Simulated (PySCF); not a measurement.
Core-level binding energies of isothiazole

Species: isothiazole, C3H3NS.
Structure used (PBE0-D3(BJ)/def2-SVP), in Å, numbered top down from 1:
```xyz
8
C3H3NS angstrom
C     -0.7485   -0.0147   -0.0269
C      0.1651   -1.1061   -0.0278
N      1.4427   -0.8074    0.0264
S      1.6155    0.8373    0.0840
C     -0.0592    1.1702    0.0334
H     -1.8341   -0.1033   -0.0684
H     -0.1238   -2.1607   -0.0705
H     -0.4577    2.1848    0.0498
```

The calculation used PySCF 2.14.0, delta-SCF UKS SCAN, pcX-2 on the ionised atom, pcseg-1 elsewhere, spin-free X2C. Vertical ΔSCF values, vacuum level as zero.

Question: List the computed XPS lines with their assignment.

Answer: 
```json
{"atom(s)": "C1", "environment": "aromatic CH carbon", "level": "C 1s", "binding energy (eV)": "290.87", "above the level's lowest (eV)": "0.00", "count": "1"}
{"atom(s)": "C5", "environment": "aromatic CH next to a ring sulfur", "level": "C 1s", "binding energy (eV)": "291.33", "above the level's lowest (eV)": "+0.46", "count": "1"}
{"atom(s)": "C2", "environment": "aromatic CH next to a ring nitrogen", "level": "C 1s", "binding energy (eV)": "291.57", "above the level's lowest (eV)": "+0.70", "count": "1"}
{"atom(s)": "N3", "environment": "pyridine-type nitrogen", "level": "N 1s", "binding energy (eV)": "405.08", "above the level's lowest (eV)": "0.00", "count": "1"}
{"atom(s)": "S4", "environment": "ring sulfur", "level": "S 1s", "binding energy (eV)": "2478.68", "above the level's lowest (eV)": "0.00", "count": "1"}
```

Lowest listed C 1s: C1, bonded to 2 C (aromatic in the SMILES) and H. Highest, 0.70 eV above it: C2, bonded to N (aromatic in the SMILES), C (aromatic in the SMILES) and H. Summing the Pauling electronegativity differences to the bonded atoms, each weighted by its formal bond order, gives -0.35 for the lowest site and +0.39 for the highest; no listed site has a larger sum than the highest.

Question: Which photon energy gives electrons from S 1s of S4 a kinetic energy of 150 eV, and what is their de Broglie wavelength?

Answer: hν = 2478.68 + 150 = 2628.68 eV, recoil neglected; λ = 12.264 Å/√(E/eV) = 1.00 Å.

Not every level is listed. Geometry: PBE0-D3(BJ)/def2-SVP; no solvent, vibrations or thermal averaging.

The run took 30 s of wall time on one thread of an Arm Neoverse V1, shared host.
